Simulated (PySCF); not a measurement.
LiF, SMILES [F][Li].

Coordinates come from a PBE-D3(BJ)/def2-TZVPD optimisation.

All values below come from PBE-D3(BJ)/def2-TZVPD (PySCF).

No scaling factor is applied to the harmonic values.

```json
[
 {"mode": "1", "ν (cm⁻¹)": "880", "IR (km/mol)": "143.2", "moving atoms (share of kinetic energy)": "Li 73 %, F 27 %"}
]
```
